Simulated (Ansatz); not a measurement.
# CH3Al (triplet): from Hartree-Fock to the top rungs, cc-pVDZ

One table from this session's results is given with a row withheld; the runs are named, their logs left out.

Program: Ansatz 0.2.0, Gaussian basis. Level of theory: cc-pVDZ, core rule «outside noble gas», up to 6 orbitals frozen. These are calculated values, not measurements.

The runs, in order: UHF; CCSD(T) on ROHF; CCSD(T) on UHF; BCCD(T) on ROHF; CISD as a restricted active space (open shells left free, so some higher excitations enter); CCSDT(Q) on ROHF; CCSDT(Q) on UHF.

29 further runs of the same task are left out: 6 for a known fault of the program, 7 that didn't finish, 16 set aside as unsound or not needed. Runs told in other sessions of the task aren't counted.

### The system

The geometry is a PBE0/def2-TZVP stationary point (not a proven minimum).

5 atoms, charge 0, spin multiplicity 3.

Atoms are counted from 1 here; the program's logs count them from 0.

Bond lengths: Al1–C2 2.001 Å, C2–H3 1.094 Å, C2–H4 1.089 Å, C2–H5 1.089 Å. Angles: Al1–C2–H3 105.2°, Al1–C2–H4 110.8°, Al1–C2–H5 110.8°, H3–C2–H4 109.3°, H3–C2–H5 109.3°, H4–C2–H5 111.3°.

The first run:

File in.yaml:

```yaml
crystal:
  periodic: [false, false, false]
  atoms:
    - {symbol: Al, position_ang: [0.000864, 0.000000, 0.741532]}
    - {symbol: C, position_ang: [0.005120, 0.000000, -1.259674]}
    - {symbol: H, position_ang: [-1.050665, -0.000005, -1.547975]}
    - {symbol: H, position_ang: [0.483252, 0.899581, -1.645861]}
    - {symbol: H, position_ang: [0.483261, -0.899577, -1.645861]}
basis:
  gaussian: {orbitals: cc-pVDZ}
magnetization: {spin_polarized: true, initial_magnetization: 2}
hamiltonian: {xc: hf}
output: {orbitals: {seedname: orbitals}}
```

Run with:

```
$ ansatz run in.yaml --threads 1 --pin off --events-out ev --progress --plain --max-ram 2393MiB
```

Among the steps run: UHF; CCSD(T) on ROHF; CCSD(T) on UHF; BCCD(T) on ROHF; CISD as a restricted active space (open shells left free, so some higher excitations enter); CCSDT(Q) on ROHF; CCSDT(Q) on UHF.

One table of the session follows, with a row left open; its other results are not shown here.

It belongs to the step «Misses and costs». 

```
   method  from UCCSDT(Q) (meV)
     ROHF               +5815.9
      UHF                     ?
     RMP2                +913.8
     UMP2                +906.9
     CISD                +549.7
    RCCSD                +198.4
    UCCSD                +194.1
 RCCSD(T)                 +32.0
 UCCSD(T)                 +31.6
  BCCD(T)                 +32.1
   RCCSDT                 +10.5
   UCCSDT                  +9.9
RCCSDT(Q)                  +0.8
UCCSDT(Q)                     0
```

**Question.** Estimate the row for UHF.

As computed: from UCCSDT(Q) (meV): +5766.8. In the column «from UCCSDT(Q) (meV)» it lies between RMP2 (+913.8) and ROHF (+5815.9).

With the free atoms at the same levels and basis (separate runs), the atomisation energy is 13.238 eV at UCCSDT(Q), 13.227 eV at RCCSD(T), 13.225 eV at UCCSD(T), 10.954 eV at ROHF.

Caveats from the session: Restricted and unrestricted rows rest on different reference determinants; a gap between their highest levels can come from leftover correlation error, from unlike frozen cores or from another state.
